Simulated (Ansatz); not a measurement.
**Redistribution: C3H7Cl + CH3F → C2H4ClF + C2H6**

Species: C3H7Cl (2-chloropropane) `CC(C)Cl`, singlet; CH3F `CF`, singlet; C2H4ClF `CC(F)Cl`, singlet; C2H6 (ethane) `CC`, singlet. The partners trade CH3 for F; both sit on C, so the bond types are kept.

Shapes, held fixed at every level: PBE0-D4/def2-TZVP. Programs: Ansatz 0.2.0. The zero-point and thermal change to 298 K, harmonic and unscaled (PBE0-D4/def2-TZVP), is -1.3 kJ/mol.

```tsv
level	kind	ΔH(298 K) (kJ/mol)	less CCSD(T)/CBS estimate
HF/def2-TZVPP	Hartree–Fock	-14.5	-2.0
PBE-D4/def2-TZVPP	GGA	-20.8	-8.3
r2SCAN-D4/def2-TZVPP	meta-GGA	-21.7	-9.2
PBE0-D4/def2-TZVPP	global hybrid	-18.3	-5.8
r2SCAN0-D4/def2-TZVPP	global hybrid	-19.3	-6.8
wB97X-V/def2-TZVPP	range-separated hybrid	-17.5	-5.0
MP2/def2-TZVPP	perturbation theory	-12.0	+0.5
CCSD(T)/CBS estimate	coupled cluster or CI	-12.5	0.0
```

The highest level, CCSD(T)/CBS estimate, gives ΔH(298 K) = -12.5 kJ/mol; the levels span -21.7 to -12.0. The column of differences is taken from that level and isn't an error. No measured value is set beside it here. The CBS estimate extrapolates MP2 from def2-TZVPP and def2-QZVPP and adds CCSD(T) − MP2 in the triple-zeta set, cores frozen.
